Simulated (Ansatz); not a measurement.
System: C2F3, charge 0, multiplicity 2. It need not be the lowest isomer of its formula. SMILES: F[C]=C(F)F
Geometry: optimised at B3LYP-D3(BJ)/def2-TZVP (Ansatz, a quantum-chemistry and plane-wave program).

Property: atomisation energy (electronic, to ground-state atoms), in kJ/mol. Correlated levels leave the core frozen unless marked. UHF or UKS for open shells. No spin-orbit coupling. No relativistic terms. The coupled-cluster limit lacks core correlation, which all-electron functionals hold. CBS marks a two-point X^-3 extrapolation of the correlation energy; Hartree-Fock from the larger set. The bracket is a focal-point correction in the basis named.

The UHF reference is spin-contaminated (<S^2> 0.19 over the pure value in the largest basis). 

| level | program | atomisation energy (kJ/mol) |
|---|---|---|
| PBE-D3(BJ)/def2-TZVPD | Ansatz + dftd3 | 2091.4 |
| BLYP-D3(BJ)/def2-TZVPD | Ansatz + dftd3 | (withheld) |
| B3LYP-D3(BJ)/def2-TZVPD | Ansatz + dftd3 | (withheld) |
| PBE0-D4/def2-TZVP | Ansatz + dftd4 | (withheld) |
| BHLYP-D3(BJ)/def2-TZVPD | Ansatz + dftd3 | 1776.5 |
| r2SCANh-D4/def2-TZVPD | Ansatz + dftd4 | 1933.8 |
| PBE-QIDH/def2-TZVPD | Ansatz | (withheld) |
| RI-MP2/CBS(cc-pVTZ,cc-pVQZ)+[CCSD(T)-MP2]/cc-pVTZ | Ansatz | 1912.9 |

Task: Fill in the missing entries.

Result: 
- BLYP-D3(BJ)/def2-TZVPD, atomisation energy (kJ/mol): 1978.7
- B3LYP-D3(BJ)/def2-TZVPD, atomisation energy (kJ/mol): 1927.0
- PBE0-D4/def2-TZVP, atomisation energy (kJ/mol): 1971.7
- PBE-QIDH/def2-TZVPD, atomisation energy (kJ/mol): 1916.3
